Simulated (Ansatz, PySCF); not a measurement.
System: C$_{4}$H$_{9}$, charge 0, multiplicity 2. It need not be the lowest isomer of its formula. 
Geometry from a B3LYP-D3(BJ)/def2-TZVP (Ansatz, a quantum-chemistry and plane-wave program) optimisation:
SMILES: C[CH]CC
```xyz
13

C      0.7679     1.8236    -0.0439
C      0.6296     0.3532     0.1110
C     -0.6936    -0.3121    -0.0206
C     -0.6200    -1.8376    -0.0465
H      1.8122     2.1340    -0.0984
H     -1.6130    -2.2823    -0.1305
H      0.3124     2.3696     0.7976
H      0.2581     2.1820    -0.9454
H     -0.1586    -2.2205     0.8666
H     -0.0218    -2.1842    -0.8915
H      1.4567    -0.2152     0.5207
H     -1.1973     0.0524    -0.9259
H     -1.3526     0.0018     0.8070
```
Charge 0, spin multiplicity 2.

Total electronic energies in hartree. Valence correlation only, unless marked. Open shells are spin-unrestricted. No spin-orbit coupling. No relativistic terms. 

```json
[
 {"level": "HF/6-31G", "program": "Ansatz", "energy (Eh)": "-156.60907"},
 {"level": "HF/6-31G*", "program": "Ansatz", "energy (Eh)": "-156.66983"},
 {"level": "PBE-D3(BJ)/def2-TZVPD", "program": "Ansatz + dftd3", "energy (Eh)": "-157.61956"},
 {"level": "PBE-D4/def2-TZVPD", "program": "Ansatz + dftd4", "energy (Eh)": "-157.61864"},
 {"level": "BLYP-D3(BJ)/def2-TZVPD", "program": "Ansatz + dftd3", "energy (Eh)": "-157.76087"},
 {"level": "revPBE/def2-TZVPD", "program": "Ansatz", "energy (Eh)": "(withheld)"},
 {"level": "PBE0/STO-3G", "program": "Ansatz", "energy (Eh)": "-155.72115"},
 {"level": "PBE0/def2-SVP", "program": "Ansatz", "energy (Eh)": "-157.47699"},
 {"level": "PBE0-D3(BJ)/def2-TZVPD", "program": "Ansatz + dftd3", "energy (Eh)": "-157.65184"},
 {"level": "TPSSh-D4/def2-TZVPD", "program": "PySCF + dftd4", "energy (Eh)": "(withheld)"},
 {"level": "M06-2X/def2-TZVPD", "program": "PySCF", "energy (Eh)": "-157.75403"},
 {"level": "HSE06-D3(BJ)/def2-TZVPD", "program": "Ansatz + dftd3", "energy (Eh)": "-157.63944"},
 {"level": "HSE06-D4/def2-TZVPD", "program": "Ansatz + dftd4", "energy (Eh)": "-157.64012"},
 {"level": "HSE06/def2-TZVPD", "program": "Ansatz", "energy (Eh)": "-157.63465"},
 {"level": "CAM-B3LYP-D4/def2-TZVPD", "program": "Ansatz + dftd4", "energy (Eh)": "-157.75362"},
 {"level": "B2GP-PLYP-D4/def2-TZVPD", "program": "Ansatz + dftd4", "energy (Eh)": "-157.64854"},
 {"level": "B2PLYP-D3(BJ)/def2-TZVPD", "program": "Ansatz + dftd3", "energy (Eh)": "-157.68444"},
 {"level": "B2PLYP-D4/def2-TZVPD", "program": "Ansatz + dftd4", "energy (Eh)": "-157.68353"},
 {"level": "MP2/6-31G", "program": "Ansatz", "energy (Eh)": "-156.95422"},
 {"level": "MP2/cc-pVDZ", "program": "Ansatz", "energy (Eh)": "-157.23572"},
 {"level": "RI-MP2/cc-pVTZ", "program": "Ansatz", "energy (Eh)": "(withheld)"},
 {"level": "CCSD(T)/aug-cc-pVDZ", "program": "Ansatz", "energy (Eh)": "-157.34475"}
]
```

Problem. Complete the blanks.

Solution. 
- revPBE/def2-TZVPD, energy (Eh): -157.79419
- TPSSh-D4/def2-TZVPD, energy (Eh): -157.87200
- RI-MP2/cc-pVTZ, energy (Eh): -157.40527
